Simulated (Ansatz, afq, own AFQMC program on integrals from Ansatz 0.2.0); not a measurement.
SiGeH$_{3}$, doublet: a scan with AFQMC

```xyz
5

Si   -0.0291    0.0911    1.6863
Ge    0.0129   -0.0156   -0.6336
H     0.2341   -1.4090    1.7523
H    -0.3266   -1.2336   -1.5256
H    -0.0229    1.2257   -1.5544
```

One side is turned about Si1–Ge2. Energies in kcal/mol count from this geometry (0.000 °) at the same level; the start stands on UHF, each point on the determinant named.

Basis cc-pVDZ. Only valence electrons are correlated. Ansatz 0.2.0 and our own AFQMC program on the same integrals; the CISD trial comes from CCSD amplitudes, and released means the phaseless constraint is let go. Uncertainties: one standard error, sampling alone. No spin–orbit coupling.

Cautions, each for one point or more: an unrestricted solution with more broken spin lies lower; higher spins were not checked; inner d shell frozen; no relativity below Rb; no spin-orbit coupling; raised T1 diagnostic; strong correlation; unrestricted determinant spin contaminated; walk and cluster series may follow different spin states.

| twist about Si1–Ge2 / ° | det. | T1 | weight | ⟨S²⟩ | CCSD(T) | ph-AFQMC/CISD | CCSD | PBE0 |
| --- | --- | --- | --- | --- | --- | --- | --- | --- |
| 30.200 | UHF | 0.054 | 0.80 | 1.04 | 2.9 | 2.4 ± 0.4 | 3.2 | 2.4 |
| 62.400 | UHF | 0.054 | 0.81 | 0.77 | 11.4 | 11.1 ± 0.6 | 12.8 | 11.2 |
| 90.000 | UHF¶ | 0.074 | 0.76 | 1.16 | 10.2 | 8.4 ± 0.5 | 10.8 | 9.0 |
| 150.000 | UHF | 0.048 | 0.82 | 0.96 | 0.1 | -1.2 ± 0.3 | 0.1 | 0.2 |

Weight is that of the determinant in the CISD state; at the start T1 is 0.047 and the weight 0.82, and ⟨S²⟩ is 0.96. ¶ marks points with a poor determinant and no full CI, where no value is sure; they don't count among the departures. Symmetry can't show for every point that it stays on the start's state. Largest departures from phaseless AFQMC with a CISD trial: CCSD(T) 1.4 kcal/mol at 150.000 (on UHF), CCSD 1.7 kcal/mol at 62.400 (on UHF). The walk's constraint bias lies outside its error bars, so these are departures and not errors. The functionals aren't scored here. In this small basis the wave-function levels are far from their limit, so their gap to the functionals isn't the functionals' error.

Some points may be missing: those where a free walk finds a much lower state, and past Zn most of those on another determinant than at the start.
